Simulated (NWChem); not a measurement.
**Basis-set convergence for propene (C$_{3}$H$_{6}$)**

SMILES: C(C)=C
```xyz
9

C      0.2514     1.2161     0.0000
C     -0.4594    -0.0966     0.0000
C      0.1256    -1.2953     0.0000
H     -0.0241     1.8172    -0.8830
H     -0.0241     1.8172     0.8830
H      1.3441     1.0885     0.0000
H     -1.5565    -0.0506     0.0000
H      1.2160    -1.3996     0.0000
H     -0.4609    -2.2178     0.0000
```
Charge 0, spin multiplicity 1.

Everything below was run with NWChem. Structure: optimised with PBE0/def2-SVP, a minimum by its harmonic frequencies.

Quantity: LUMO energy at the level B3LYP.

B3LYP has NWChem's definition, with VWN1-RPA local correlation. The Pople sets run with spherical d functions.

```tsv
basis	functions	LUMO energy (eV)
6-31G*	54	0.77
pcseg-1	72	0.27
cc-pVDZ	72	0.50
def2-SVP	72	0.44
6-311G**	90	0.36
def2-SVPD	108	0.12
6-311++G**	108	-0.13
aug-cc-pVDZ	123	-0.18
pcseg-2	174	0.07
def2-TZVPP	177	0.14
```

Smallest basis within 0.2 eV of def2-TZVPP, the largest set run: pcseg-1, with 72 functions against 177 (also within reach: def2-SVPD, pcseg-2). def2-TZVPP isn't the basis-set limit itself, and a small set can land close by cancellation.

This LUMO lies above zero in the largest set, so its value hangs on the diffuse functions.
